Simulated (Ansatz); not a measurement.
# Relaxing Ta2Ru

All numbers below come from Ansatz, DFT PBE, scalar-relativistic, plane waves, PAW. Cutoff 420 eV, Γ-centred k mesh, Gaussian smearing, no spin polarisation in the final step.

The start puts Ta2Ru on the cubic Laves (C15) structure type (Fd-3m, No. 227), with Ru in place of Mg, Ta in place of Cu, at a guessed volume.

```
Ta Ru
1.0
     0.00000    3.60185    3.60185
     3.60185    0.00000    3.60185
     3.60185    3.60185    0.00000
Ta Ru
4 2
Direct
  0.62500 0.62500 0.62500
  0.12500 0.62500 0.62500
  0.62500 0.62500 0.12500
  0.62500 0.12500 0.62500
  0.00000 0.00000 0.00000
  0.25000 0.25000 0.25000
```

Cell and atoms relax at zero pressure; the relaxation can't lower the symmetry of the start. After a coarse first stage the cell is made exact in the group found at 0.06 Å.

The zero of energy is the elements' standard structures at the same level; no fitted shifts are applied.

(1) Which crystal results?

(2) What are its volume, energy, density and gap?

Answers

(1) It keeps Fd-3m (No. 227). The result has the cubic Laves (C15) structure. Conventional cell: a = 7.491 Å. Around Ta lie 6 Ta at 2.65 Å and 6 Ru at 3.11 Å; around Ru lie 12 Ta at 3.11 Å and 4 Ru at 3.24 Å.

```
Ta Ru
1.0
     0.00000    3.74564    3.74564
     3.74564    0.00000    3.74564
     3.74564    3.74564    0.00000
Ta Ru
4 2
Direct
  0.62500 0.62500 0.62500
  0.12500 0.62500 0.62500
  0.62500 0.62500 0.12500
  0.62500 0.12500 0.62500
  0.00000 0.00000 0.00000
  0.25000 0.25000 0.25000
```

(2) The volume per atom is 17.52 Å³, the density is 14.63 g/cm³ and the energy over the elements is 0.46 eV/atom. The gap on the 10×10×10 mesh is 0 eV (a metal).

The final run used a 10×10×10 mesh on its 6-atom cell and 0.10 eV smearing. The k mesh leaves about 4 meV/atom of noise in metals. Spin–orbit coupling is left out. Symmetry constrained the relaxation, so the result can be a saddle point. The steps took about 2.5 core-minutes in all.